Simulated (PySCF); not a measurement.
A made-up structure of NaSiH₃S, closed shell:

Na1  (-0.197, -0.212, 4.000)
Si2  (-0.310, 0.071, -0.429)
S3  (0.755, -0.179, 1.464)
H4  (-0.023, -1.174, -1.221)
H5  (0.461, 1.113, -1.191)
H6  (1.996, -0.434, 1.011)
(Å)

It is relaxed with PBE-D4/def2-SVP and then PBE0-D4/def2-TZVP (PySCF 2.14 with density fitting (its default auxiliary sets; JK sets also for MP2 and CCSD(T))). Atoms count as bonded within 1.22 times the sum of their covalent radii (H–H: 0.88 Å). The end point is not checked to be a true minimum.

(1) Does its bonding change? (A judgement: the text doesn't fix the answer.)

Answers

(1) The calculation gives: Yes. Formed: Na1–Si2; broken: none.

Where it ends: The first stage lowers the energy by 1.15 eV in 21 steps. It ends as NaSiH₃S ([Na]1[SiH2][SH]1):
Na1  (-1.055, -0.804, 2.509)
Si2  (-0.310, 0.102, 0.068)
S3  (1.389, 0.080, 1.582)
H4  (0.153, -1.028, -0.818)
H5  (0.031, 1.283, -0.799)
H6  (2.358, -0.623, 0.973)
(Å)

Labels in which every atom is bracketed show which atoms are joined, not bond orders.

For scale, one of the runs: PBE0-D4/def2-TZVP relaxation, 124 basis functions, launched by `OMP_NUM_THREADS=2 python run.py`. Time: 38 s of wall clock on 2 CPU threads of an AMD EPYC 7B13; the host was shared. Peak host memory: 1.2 GiB.
